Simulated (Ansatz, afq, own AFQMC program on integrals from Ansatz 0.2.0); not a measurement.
## CuF, singlet: AFQMC among the cluster methods

```xyz
2

Cu    0.0000    0.0000    0.0000
F     0.0000    0.0000    2.2000
```

Basis def2-SVP. Noble-gas cores (and the filled d shells of Ga–Kr and In–Xe) are frozen. Integrals, coupled cluster, full CI and functionals: Ansatz 0.2.0; the random walks run on the same integrals in our own AFQMC program. The CISD trial takes its coefficients from CCSD amplitudes. Released means that phaseless walkers are propagated on without the constraint, phases kept. Uncertainties: one standard error, sampling alone. The metal's outer-core s and p shells are frozen, which shifts wave-function levels against functionals.

Determinant: RHF, the one that the program's search chose, which needn't be the lowest solution. The geometry is a point of a scan.

No full CI on the walks' own integrals is used here; CCSDT(Q) serves as the reference and is uncertain by about the last step of the cluster series.

Cautions: no relativity below Rb; outer-core shells of the metal frozen; higher spins were not checked.

The T1 diagnostic is 0.0330. The weight of the determinant in the CISD state is 0.881 and the size of the correlated space is 18 electrons in 35 orbitals.

```json
{"level": "MP2", "correlation energy (eV)": "-13.1428"}
{"level": "CCSD", "correlation energy (eV)": "-12.3477"}
{"level": "CCSD(T)", "correlation energy (eV)": "-12.7084"}
```

Question: Estimate where phaseless AFQMC with a CISD trial lies against CCSD(T) on the same integrals.

Answer: 30.1 ± 34.6 meV above CCSD(T). The gap is under twice the noise, so this walk alone can't tell the two apart.

Reference: CCSDT(Q), correlation energy -12.674 eV.

| level | E − E(reference) (meV) | share of correlation (%) |
| --- | --- | --- |
| CCSD(T) | -34.2 | 100.27 |
| CCSDT | -24.4 | 100.19 |
| ph-AFQMC/CISD | -4.1 ± 34.6 | 100.03 |

A walk keeps the symmetry of its determinant, which the program's search chose and which needn't be the lowest solution, so a lower state of the same spin and another symmetry isn't excluded.
